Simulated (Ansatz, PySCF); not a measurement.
Barrier height from CH3 (SMILES [CH3]) + H2O (SMILES O) to the transition structure CH5O, without zero-point energy, on the benchmark's geometries as Psi4's copy of the set gives them.
Transition structure (charge 0, multiplicity 2):
```xyz
7

C     -1.2115     0.0080     0.0004
O      1.2940    -0.1087     0.0001
H      0.0095    -0.1180     0.0028
H     -1.5255    -0.2333     1.0101
H     -1.4307     1.0332    -0.2781
H     -1.5527    -0.7101    -0.7377
H      1.4166     0.8499    -0.0006
```
Reactant (charge 0, multiplicity 2):
```json
[
 {"atom": "C", "x (Å)": "0.0000", "y (Å)": "0.0000", "z (Å)": "0.0000"},
 {"atom": "H", "x (Å)": "0.0000", "y (Å)": "0.0000", "z (Å)": "1.0773"},
 {"atom": "H", "x (Å)": "0.0000", "y (Å)": "0.9330", "z (Å)": "-0.5387"},
 {"atom": "H", "x (Å)": "0.0000", "y (Å)": "-0.9330", "z (Å)": "-0.5387"}
]
```
Reactant (charge 0, multiplicity 1):
```xyz
3

O      0.000     0.000    -0.066
H      0.000    -0.757     0.520
H      0.000     0.757     0.520
```

Open shells are unrestricted; no spin–orbit coupling.

Correlated levels freeze the cores.

Codes used: Ansatz (a program for electronic structure) with Gaussian orbitals; PySCF for the dispersion terms. Values without a source in brackets are computed.

```
level                      barrier height (kcal/mol)
-------------------------  -------------------------
PBE/def2-TZVPPD                                 8.99
revPBE/def2-TZVPPD                             11.80
revPBE-D3(BJ)/def2-TZVPPD                      10.03
r2SCAN/def2-TZVPPD                             12.87
B3LYP/def2-TZVPPD                              14.03
PBE0/def2-TZVPPD                               14.09
BHLYP/def2-TZVPPD                                  …
BHLYP-D4/def2-TZVPPD                           17.98
CCSD/cc-pVDZ                                   17.92
```

Task: Some entries are withheld; supply them.

Result: 
- BHLYP/def2-TZVPPD, barrier height (kcal/mol): 18.60
